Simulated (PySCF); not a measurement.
**Removing an electron from `FC(Cl)(Cl)Cl`**

CCl3F.
Numbering: `[F:1][C:2]([Cl:3])([Cl:4])[Cl:5]`

Geometry (PBE0-D3(BJ)/def2-SVP, Å), atoms numbered from 1 in this order:
```
atom  x, y, z in Å
F1    -0.996    0.975   -0.124
C2    -0.052    0.051   -0.007
Cl3    0.609    0.127    1.630
Cl4   -0.774   -1.534   -0.303
Cl5    1.213    0.381   -1.195
```

Level: B3LYP/def2-SVPD (PySCF). Frontier orbitals with their largest atomic shares (Löwdin; up to four atoms above 4 %):

| orbital | ε (eV) | main atoms |
| --- | --- | --- |
| HOMO−3 | -10.21 | Cl5 38 %, Cl4 24 %, Cl3 21 %, C2 12 % |
| HOMO−2 | -9.36 | Cl3 47 %, Cl5 34 %, Cl4 11 %, F1 4 % |
| HOMO−1 | -9.36 | Cl4 51 %, Cl5 27 %, Cl3 15 %, F1 4 % |
| HOMO | -8.96 | ? |
| LUMO | -1.64 | Cl5 25 %, Cl4 25 %, Cl3 25 %, C2 24 % |
| LUMO+1 | -0.42 | C2 33 %, Cl5 30 %, Cl4 26 %, Cl3 6 % |
| LUMO+2 | -0.42 | Cl3 36 %, C2 33 %, Cl4 15 %, Cl5 11 % |

What vertical ionisation energy does ΔSCF give, and how far is −ε(HOMO) from it?

ΔSCF: 11.35 eV (1096 kJ/mol; threshold wavelength 109 nm); ⟨S²⟩ of the doublet left behind is 0.753, against 0.75 for a pure doublet. −ε(HOMO) is 8.96 eV, 2.39 eV below it. For the exact functional −ε(HOMO) would equal the first vertical ionisation energy; B3LYP (global hybrid, 20 % exact exchange) falls short of its own ΔSCF value by 21 %. Holes in the HOMO−1 and HOMO−2 were tried too where these lie within 1.2 eV of the HOMO; the lowest converged state counts.

On which atoms does the HOMO lie?

Cl4 (chlorine of a CCl3 group) 33 %, Cl5 (chlorine of a CCl3 group) 33 %, Cl3 (chlorine of a CCl3 group) 33 %, so no atom holds as much as 40 %. The HOMO−1 lies 0.40 eV lower.

And the vertical electron affinity, the fundamental gap, Mulliken's electronegativity and the hardness (with the factor ½)?

EA = -0.34 eV by ΔSCF (−ε(LUMO) = 1.64 eV); a negative value means that the added electron isn't bound at this geometry and level, and the number then depends on the basis. IE − EA = 11.69 eV against an orbital gap of 7.32 eV; (IE + EA)/2 = 5.50 eV; (IE − EA)/2 = 5.84 eV.

What total energies stand behind the ΔSCF value?

E(N) = -1518.05252 Eh and E(N − 1) = -1517.63524 Eh at the same geometry, 0.41728 Eh apart. With one more electron, E(N + 1) = -1518.04012 Eh.

What kinetic energy would electrons from this vertical process carry with He II light (40.814 eV)?

40.81 − 11.35 = 29.46 eV.

How many of the 10 lowest singlet excitations (vertical TDDFT, same level) lie below the ionisation energy?

All 10; they run from 6.09 to 7.80 eV.

Isolated species at its PBE0-D3(BJ)/def2-SVP geometry, gas phase.
